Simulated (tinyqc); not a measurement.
ROHF in the sto-3g basis, for BH, spin multiplicity 3, step by step. One step of it, computed by the program tinyqc.

Problem. Iteration 9 (converged): orbitals. Diagonalise F' = X^T F X, C = X C', fill 4 alpha and 2 beta electrons from the bottom; D(s) = C_occ C_occ^T. Each column has its largest component positive (the first on a tie).

converged F (hartree), order 1B 1s, 1B 2s, 1B 2px, 1B 2py, 1B 2pz, 2H 1s:
```
[[-7.306685, -2.141055, 0.000000, 0.000000, -0.007886, -0.231176],
 [-2.141055, -0.843329, 0.000000, 0.000000, -0.049674, -0.346027],
 [0.000000, 0.000000, 0.111239, -0.071372, 0.000000, 0.000000],
 [0.000000, 0.000000, -0.071372, 0.271096, 0.000000, 0.000000],
 [-0.007886, -0.049674, 0.000000, 0.000000, 0.033471, -0.313752],
 [-0.231176, -0.346027, 0.000000, 0.000000, -0.313752, -0.215866]]
```

X, order 1B 1s, 1B 2s, 1B 2px, 1B 2py, 1B 2pz, 2H 1s:
```
[[0.371275, 0.740987, 0.000000, 0.000000, 0.569211, 0.267028],
 [-0.759428, -0.512038, 0.000000, 0.000000, 0.403025, 0.447091],
 [0.000000, 0.000000, 0.896093, -0.443867, 0.000000, 0.000000],
 [0.000000, 0.000000, 0.443867, 0.896093, 0.000000, 0.000000],
 [-0.640823, 0.572212, 0.000000, 0.000000, -0.535616, 0.353228],
 [0.900642, -0.330075, 0.000000, 0.000000, -0.275913, 0.518240]]
```

Give: F' = X^T F X; orbital energies; coefficients C; D(alpha) after iteration 9; D(beta) after iteration 9.

Solution.

F' = X^T F X (hartree):
```
[[0.1888, -0.9481, 0.0000, 0.0000, -0.8157, -0.5386],
 [-0.9481, -2.4837, 0.0000, 0.0000, -2.8957, -1.6145],
 [0.0000, 0.0000, 0.0860, 0.0203, 0.0000, 0.0000],
 [0.0000, 0.0000, 0.0203, 0.2964, 0.0000, 0.0000],
 [-0.8157, -2.8957, 0.0000, 0.0000, -3.4104, -1.9720],
 [-0.5386, -1.6145, 0.0000, 0.0000, -1.9720, -1.6110]]
```

orbital energies (hartree): [-7.3114, -0.4305, -0.0776, 0.0840, 0.2983, 0.5032]

coefficients C, order 1B 1s, 1B 2s, 1B 2px, 1B 2py, 1B 2pz, 2H 1s:
```
[[0.9924, -0.1836, -0.2237, 0.0000, 0.0000, 0.1169],
 [0.0275, 0.5589, 0.8023, 0.0000, 0.0000, -0.4945],
 [0.0000, 0.0000, 0.0000, 0.9343, -0.3564, 0.0000],
 [0.0000, 0.0000, 0.0000, 0.3564, 0.9343, 0.0000],
 [0.0024, 0.2658, -0.5566, 0.0000, 0.0000, -0.8771],
 [-0.0039, 0.5858, -0.3482, 0.0000, 0.0000, 0.8947]]
```

D(alpha) after iteration 9, order 1B 1s, 1B 2s, 1B 2px, 1B 2py, 1B 2pz, 2H 1s:
```
[[1.0685, -0.2547, 0.0000, 0.0000, 0.0781, -0.0335],
 [-0.2547, 0.9567, 0.0000, 0.0000, -0.2980, 0.0479],
 [0.0000, 0.0000, 0.8730, 0.3330, 0.0000, 0.0000],
 [0.0000, 0.0000, 0.3330, 0.1270, 0.0000, 0.0000],
 [0.0781, -0.2980, 0.0000, 0.0000, 0.3805, 0.3495],
 [-0.0335, 0.0479, 0.0000, 0.0000, 0.3495, 0.4644]]
```

D(beta) after iteration 9, order 1B 1s, 1B 2s, 1B 2px, 1B 2py, 1B 2pz, 2H 1s:
```
[[1.0185, -0.0753, 0.0000, 0.0000, -0.0464, -0.1114],
 [-0.0753, 0.3131, 0.0000, 0.0000, 0.1486, 0.3273],
 [0.0000, 0.0000, 0.0000, 0.0000, 0.0000, 0.0000],
 [0.0000, 0.0000, 0.0000, 0.0000, 0.0000, 0.0000],
 [-0.0464, 0.1486, 0.0000, 0.0000, 0.0706, 0.1557],
 [-0.1114, 0.3273, 0.0000, 0.0000, 0.1557, 0.3432]]
```
